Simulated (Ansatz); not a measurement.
**A rate constant, worked out**

An elementary step of SiH4O, singlet (SiH₄O ([OH][SiH3]) → SiH₂ + H₂O (still joined by a long Si–O bond); Si–O, Si–H broken or loosened, O–H formed or tightened). The start structure is the reactant molecule, and the electronic barrier above it is 3.594 eV by CCSD(T) at an estimated basis limit (MP2 extrapolated from triple and quadruple zeta, plus CCSD(T) − MP2 in triple zeta). Ansatz 0.2.0; basis: def2-TZVPP and def2-QZVPP; cores frozen in the correlated methods. Extrapolation: Hartree–Fock as exp(−7.88 √X), correlation as X^−2.97. Harmonic wavenumbers at PBE0-D4/def2-TZVP (Ansatz 0.2.0), in cm⁻¹:

Start: 196, 680, 719, 848, 908, 947, 967, 993, 2209, 2214, 2260, 3931.

Saddle: 1522i, 361, 529, 592, 748, 838, 983, 1097, 1929, 2150, 2172, 3806.

Work out the transition-state-theory rate constant at 900 K from these numbers alone (harmonic vibrations; rotation, path degeneracy and anharmonicity left out), and the Wigner tunnelling factor. Use 1 cm⁻¹ = 1.2398 × 10⁻⁴ eV and k_B = 8.617 × 10⁻⁵ eV/K.

Zero-point energies, half the sums: start 16872/2 cm⁻¹ = 1.0459 eV; saddle, real modes only, 15205/2 cm⁻¹ = 0.9426 eV.
Barrier with zero-point energy: 3.594 + 0.9426 − 1.0459 = 3.4907 eV.
k_BT = 0.07756 eV, so the barrier is 45.01 k_BT.
Vibrational partition functions from the zero-point level, ln q = −Σ ln(1 − exp(−hν/k_BT)): start 3.476, saddle 3.077.
k = (k_BT/h) exp(ln q‡ − ln q) exp(−E0/k_BT), with log₁₀(k_BT/h in s⁻¹) = 13.27: log₁₀ k = 13.27 + (-0.399 − 45.01)/2.3026 = -6.45, so k ≈ 4 × 10^(-7) s⁻¹.
Wigner factor: 1 + (hν‡/k_BT)²/24 = 1 + (2.43)²/24 = 1.25. A change of 1 kcal/mol (0.043 eV) in the barrier would change k by a factor of 1.7 at this temperature.

The T1 diagnostic stays at or below 0.016. The restricted Hartree–Fock reference is unstable towards an unrestricted one at one or more of these structures.

Losses and insertions of silylenes and their heavier kin drive the gas-phase chemistry of silicon and germanium vapour deposition.

Labels in which every atom is bracketed show which atoms are joined, not bond orders.

For scale, one of the runs: CCSD(T)/def2-TZVPP, 129 basis functions, launched by `ansatz run in.yaml --threads 2 --pin off --events-out ev --progress --plain --max-ram 4352MiB`. The run took about 6 s on 2 CPU threads of an Arm Neoverse V1 (shared host).
